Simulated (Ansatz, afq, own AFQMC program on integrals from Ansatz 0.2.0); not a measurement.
Two steps: Ansatz 0.2.0 writes the Fock matrix and Cholesky factors of the valence space, and afq projects on them the lowest state that overlaps trial and start.

```yaml
crystal:
  periodic: [false, false, false]
  atoms:
    - {symbol: Zn, position_ang: [0.543169, 0.750086, 0.365225]}
    - {symbol: H, position_ang: [0.313931, 1.079014, 1.949675]}
basis:
  gaussian: {orbitals: def2-TZVP}
magnetization: {spin_polarized: true, initial_magnetization: 1}
correlation: {method: ccsd_t, electrons: outside_noble_gas, hamiltonian_folder: ham}
```

```sh
$ ansatz run in.yaml --threads 1 --pin off --events-out ev --progress --plain --max-ram 24576MiB --backend cuda --devices 0, --max-vram 18GiB
```

Options of the walk:

```
--method phaseless --trial hf --walkers 4000 --populations 20 --least-time 40 --time-step 0.005 --steps-per-block 20 --equilibration-blocks 160 --max-blocks 4000 --target-error 0.001050 --factor-cut 1e-05 --start spin_pure --seed 5713 --taylor-order 6
```

Times are imaginary, in 1/Eh. The walk had a cap of 58 s. With eight or more populations the least sampling time is a fifth of least-time, and the error comes from their spread.

```
orbitals 45  electrons 7 6  factors 352 of 459
reference energy -1778.33772376 Eh
CCSD correlation -0.37837585 Eh in 13 cycles, weight of the determinant in the CISD state 0.9177
energy of the start -1778.338034 Eh
 block  time / (1/Eh)  mean weight  energy / Eh
     1     0.100  1.0046  -1778.559039
     2     0.200  1.0042  -1778.638731
     3     0.300  1.0033  -1778.659823
     4     0.400  1.0019  -1778.684011
     5     0.500  1.0020  -1778.685769
     7     0.700  1.0009  -1778.702124
     9     0.900  1.0006  -1778.700825
    19     1.900  0.9998  -1778.715117
    37     3.700  1.0002  -1778.718970
    55     5.500  1.0004  -1778.721860
    73     7.300  1.0004  -1778.727279
    91     9.100  1.0003  -1778.733907
   109    10.900  0.9992  -1778.719720
   127    12.700  0.9999  -1778.725309
   145    14.500  0.9998  -1778.720410
   163    16.300  0.9997  -1778.738091
   181    18.100  1.0006  -1778.718146
   199    19.900  1.0000  -1778.724499
   217    21.700  1.0000  -1778.732740
   226    22.600  1.0001  -1778.715860
   235    23.500  1.0002  -1778.725290
   253    25.300  1.0007  -1778.736536
   271    27.100  0.9997  -1778.722892
   289    28.900  1.0001  -1778.724842
   307    30.700  1.0000  -1778.730682
   325    32.500  1.0000  -1778.729993
   334    33.400  1.0003  -1778.743266
   343    34.300  0.9994  -1778.741045
   352    35.200  0.9993  -1778.720874
error from the spread of 20 populations
energy -1778.727266 +/- 0.001032 Eh
(rows thinned)
```

Problem. Estimate how long the walk took on 1 × NVIDIA H100 80GB HBM3 with 2 threads of AMD EPYC 7R13 Processor (Zen 3) (shared host) (the card was shared).

Solution. 27 s of wall time.

The run passed its tests (sampling time, drift between the halves within three errors, error under three times the target), which doesn't prove that it has relaxed.

Against this walk (error 28.1 meV) on the same determinant: CCSD(T) 76.9 meV higher, CCSDT(Q) 81.3 meV higher, a separate phaseless walk with a CISD trial and standard settings 87.3 ± 28.3 meV higher. The error is statistical and leaves out the bias of the constraint.

Cautions: constraint bias not in the error; no relativity below Rb; outer-core shells of the metal frozen.

CCSDT and higher add their correlation energy to the determinant of the CCSD(T) run, since their own runs factorise the integrals more tightly (a shift of under 2 meV). A walk keeps the symmetry of its determinant, which the program's search chose and which needn't be the lowest solution, so a lower state of the same spin and another symmetry isn't excluded.
